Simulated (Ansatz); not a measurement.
Molecule (SMILES): [SiH2] (SiH2) (closed-shell singlet).
Geometry (B3LYP-D3(BJ)/def2-TZVP, fixed):
```
Si
H 1 1.5232
H 1 1.5232 2 91.51
```

Basis-set convergence of the dipole moment at PBE with Ansatz (an electronic-structure program). Dipoles come from the density behind the forces; the sign is taken along the dipole that this method gives in the largest set. Cartesian d functions, on some or all atoms, in 6-31G*, 6-31+G*, 6-31G**, 6-311G**, 6-311+G**; all else is spherical. The program fits the integrals of some runs and decomposes those of others, by size. No added dispersion term, no relativity. Reference: the value in aug-pcseg-3, 0.144 D. Deviations are taken from unrounded values.

```json
[
 {"basis": "STO-3G", "functions": "11", "dipole moment (D)": "-0.085", "minus reference (D)": "-0.229"},
 {"basis": "3-21G", "functions": "17", "dipole moment (D)": "0.827", "minus reference (D)": "0.683"},
 {"basis": "6-31G", "functions": "17", "dipole moment (D)": "0.830", "minus reference (D)": "0.686"},
 {"basis": "6-31G*", "functions": "23", "dipole moment (D)": "0.586", "minus reference (D)": "0.443"},
 {"basis": "6-31+G*", "functions": "27", "dipole moment (D)": "0.436", "minus reference (D)": "0.293"},
 {"basis": "6-31G**", "functions": "29", "dipole moment (D)": "0.591", "minus reference (D)": "0.447"},
 {"basis": "6-311G**", "functions": "39", "dipole moment (D)": "0.289", "minus reference (D)": "0.145"},
 {"basis": "6-311+G**", "functions": "43", "dipole moment (D)": "0.347", "minus reference (D)": "0.203"},
 {"basis": "6-311++G(2d,2p)", "functions": "55", "dipole moment (D)": "0.213", "minus reference (D)": "0.069"},
 {"basis": "6-311++G(3df,3pd)", "functions": "83", "dipole moment (D)": "0.152", "minus reference (D)": "0.009"}
]
```

Of the sets listed that have larger relatives (same family, alike in diffuse functions), none stays within 0.02 D of the reference together with them. Inside, with no larger relative to test it: 6-311++G(3df,3pd).
